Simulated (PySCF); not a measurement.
Electric properties by functional and basis

Species: C₅H₉N.
SMILES: `CC(C)[C@H]1C=N1`

PySCF, dipoles from the SCF density, polarisabilities from static response with core orbitals frozen. Isolated species at its PBE0-D3(BJ)/def2-SVP geometry (one conformer only).

**Question.** Compare the levels for these properties.

**Answer.** 

| level | μ (D) | α (Å³) | anisotropy (Å³) |
| --- | --- | --- | --- |
| CAM-B3LYP/def2-SVPD | 2.187 | 9.55 | 2.46 |
| wB97X-D/def2-SVPD | 2.176 | 9.56 | 2.47 |
| LC-wPBE/def2-SVPD | 2.199 | 9.30 | 2.36 |
| PBE0/6-31G* | 2.050 | 8.17 | 2.59 |
| PBE0/6-31+G* | 2.154 | 9.21 | 2.59 |
| PBE0/def2-SVP | 2.020 | 8.45 | 2.50 |
| PBE0/aug-cc-pVDZ | 2.095 | 9.89 | 2.64 |
| PBE0/def2-TZVP | 2.068 | 9.48 | 2.64 |

The anisotropy is √(½[(α1 − α2)² + (α2 − α3)² + (α3 − α1)²]). The dipole runs from 2.02 D (PBE0/def2-SVP) to 2.20 D (LC-wPBE/def2-SVPD). No reference polarisability is at hand; against PBE0 in the largest diffuse basis at hand (aug-cc-pVDZ) the other PBE0 rows deviate by 6-31G* -17%, 6-31+G* -7%, def2-SVP -15%, def2-TZVP -4%. With PBE0 the polarisability is 8.70 Å³ without diffuse functions (mean of 6-31G*, def2-SVP and def2-TZVP) and 9.55 Å³ with them (mean of 6-31+G* and aug-cc-pVDZ).
